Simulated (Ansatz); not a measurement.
# FHN2: the cost of one run

Computed with Ansatz 0.2.0, Gaussian basis. Level: PBE0-D4/def2-SVP.

## 1. Starting geometry

The start, a pair relaxed at PBE0-D4: SMILES `F.N#N`, 4 atoms, charge 0, spin multiplicity 1.

Atoms are counted from 1 here; the program's logs count them from 0.

Bond lengths: F1–H2 0.924 Å, N3–N4 1.088 Å.

Geometry (Å):

```
F    -0.0051    0.0546   -1.9781
H    -0.0037    0.0302   -1.0544
N     0.0022   -0.0265    0.9723
N     0.0066   -0.0582    2.0601
```

## 2. Dynamics

The input, md/in.yaml:

```yaml
crystal:
  periodic: [false, false, false]
  atoms:
    - {symbol: F, position_ang: [-0.005076, 0.054585, -1.978077]}
    - {symbol: H, position_ang: [-0.003716, 0.030172, -1.054351]}
    - {symbol: N, position_ang: [0.002200, -0.026518, 0.972285]}
    - {symbol: N, position_ang: [0.006591, -0.058237, 2.060143]}
basis:
  gaussian: {orbitals: def2-SVP}
hamiltonian: {xc: pbe0, dispersion: d4}
md: {n_steps: 60, timestep: 0.5, temperature: 1000, ensemble: nvt_nose_hoover, seed: 497, initial_velocities: maxwell_boltzmann}
```

Command:

```bash
$ ansatz run in.yaml --threads 2 --pin off --events-out ev --progress --plain --max-ram 5222MiB
```

**Question.** How long does this run take on 2 threads of Arm Neoverse V2, shared host?

About 19 s.
